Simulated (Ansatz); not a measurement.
# C₄H₅NO: a ladder of functionals and wavefunction methods

One table from this session's results is given with a row withheld; the runs are named, their logs left out.

Method: functionals in def2-TZVPP, the program's frozen cores in correlated methods; program: Ansatz 0.2.0, Gaussian basis.

The runs, in order: PBE-D4, r2SCAN-D4, PBE0-D4, B3LYP-D4, ωB97X-V, ωB97M-V, B2PLYP; CCSD(T)/def2-TZVPP; MP2/def2-QZVPP; extrapolation to the limit.

### The geometry

The geometry comes from an earlier relaxation with PBE0-D4 in a triple-zeta def2 set; it is a stationary point, not always the lowest conformer.

SMILES `N#CCC1CO1`, 11 atoms, charge 0, spin multiplicity 1.

Atoms are counted from 1 here; the program's logs count them from 0.

Bond lengths: N1–C2 1.149 Å, C2–C3 1.455 Å, C3–C4 1.508 Å, C3–H7 1.095 Å, C3–H8 1.093 Å, C4–C5 1.457 Å, C4–O6 1.411 Å, C4–H9 1.088 Å, C5–O6 1.419 Å, C5–H10 1.086 Å, C5–H11 1.088 Å. Angles: N1–C2–C3 179.1°, C2–C3–C4 112.3°, C2–C3–H7 108.3°, C2–C3–H8 108.9°, C4–C3–H7 109.9°, C4–C3–H8 109.5°, H7–C3–H8 107.8°, C3–C4–C5 120.5°, C3–C4–O6 116.3°, C3–C4–H9 115.2°, C5–C4–O6 59.3°, C5–C4–H9 118.8°, O6–C4–H9 114.6°, C4–C5–O6 58.7°, C4–C5–H10 119.6°, C4–C5–H11 119.3°, O6–C5–H10 115.5°, O6–C5–H11 115.3° and more.

The first run:

in.yaml

```yaml
crystal:
  periodic: [false, false, false]
  atoms:
    - {symbol: N, position_ang: [-2.871709, 0.561777, 1.253892]}
    - {symbol: C, position_ang: [-1.738384, 0.457370, 1.096444]}
    - {symbol: C, position_ang: [-0.304041, 0.340876, 0.879782]}
    - {symbol: C, position_ang: [0.041338, 0.147547, -0.575617]}
    - {symbol: C, position_ang: [1.237819, -0.590050, -0.959799]}
    - {symbol: O, position_ang: [-0.052127, -1.170458, -1.069462]}
    - {symbol: H, position_ang: [0.176219, 1.248830, 1.258414]}
    - {symbol: H, position_ang: [0.074891, -0.504014, 1.460762]}
    - {symbol: H, position_ang: [-0.342176, 0.911536, -1.249008]}
    - {symbol: H, position_ang: [1.729755, -0.362196, -1.901329]}
    - {symbol: H, position_ang: [1.873816, -1.014320, -0.186078]}
basis:
  gaussian: {orbitals: def2-TZVPP}
hamiltonian: {xc: pbe, dispersion: d4}
output: {forces: true, orbitals: {seedname: orbitals}}
```

Steps of the session up to this table: PBE-D4 (GGA); r2SCAN-D4 (meta-GGA); PBE0-D4 (hybrid); B3LYP-D4 (hybrid); ωB97X-V (range-separated); ωB97M-V (range-separated); B2PLYP (double hybrid); CCSD(T) in def2-TZVPP; MP2 in def2-QZVPP.

One table of the session follows, with a row left open; its other results are not shown here.

```
            method  atomisation energy (kcal/mol)
            PBE-D4                         1191.4
         r2SCAN-D4                              ?
           PBE0-D4                         1157.0
          B3LYP-D4                         1144.7
           ωB97X-V                         1148.2
           ωB97M-V                         1149.4
            B2PLYP                         1136.2
     HF/def2-TZVPP                          792.1
    MP2/def2-TZVPP                         1145.5
   CCSD/def2-TZVPP                         1087.9
CCSD(T)/def2-TZVPP                         1111.2
           MP2/CBS                         1176.0
       CCSD(T)/CBS                         1141.7
```

Estimate the missing values for r2SCAN-D4.

**Answer.** atomisation energy (kcal/mol): 1147.0. In the column «atomisation energy (kcal/mol)» it lies between MP2/def2-TZVPP (1145.5) and ωB97X-V (1148.2).

To keep in mind: Free atoms (1 N, 4 C, 1 O, 5 H) were run apart at each level; the atomisation energy is their sum less the molecule, without zero-point or spin-orbit terms.
